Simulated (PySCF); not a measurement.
Zinc-blende AlP: correlation energy from several methods in one and the same small orbital space (PySCF; 2 atoms at the zone centre, 8 electrons in 58 orbitals, empty ones MP2 natural orbitals of a TZ basis, lattice constant set to 5.463 Å). It tests the methods against each other and lies far from the crystal's limit.

```csv
method,E_corr (eV per atom),share of CCSDT(Q) (%),difference (meV)
MP2,-2.0076,72.6,759
CCSD,-2.6314,95.1,135
CCSD(T),-2.7325,98.8,34
CCSDT,-2.7592,99.7,7
CCSDT(Q),-2.7663,100.0,0
```

MP2, (T) and (Q) use filled levels shifted down by the Madelung term, which in so small a cell is a large part of the gap, so these rows hang on it.

CCSDT(Q) is the highest level reached here, not an exact value.
